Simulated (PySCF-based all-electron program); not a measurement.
Force along the bond of HCl, singlet

All-electron Kohn–Sham DFT on the free molecule, computed near the basis limit with an in-house program on PySCF integrals; the spin-free Dirac equation, no spin–orbit coupling, spin-restricted. Forces are good to about 0.008 eV/Å. A positive force pushes the atoms apart.

```
  r (Å)  PBEsol (eV/Å)  PBE (eV/Å)  PBE0 (eV/Å)
  1.020              –      17.884            –
1.08375              –      11.166            –
 1.1475          6.432       6.339        6.064
1.17263              –       4.836            –
1.27279              –       0.486            –
  1.275          0.474       0.414            ?
 1.3836              –      -2.223            –
 1.4025         -2.506      -2.535            –
1.78444              –      -4.396            –
```

Question: What does PBE0 give at the lengths left open?

Answer: 1.275 Å: 0.083 eV/Å.

Question: Fit a Morse curve to the forces within 0.84 to 1.25 of the listed length with the smallest force. Where does the force vanish, what is the force constant, and what harmonic wavenumber follows with standard atomic masses?

Answer: PBE: 1.288 Å, 30 eV/Å², about 2900 cm⁻¹. The points are far apart, so these are estimates.

Question: At 1.275 Å, order the functionals from the one that pulls the atoms together most to the one that pushes them apart most.

Answer: PBE0 (0.083), PBE (0.414), PBEsol (0.474).
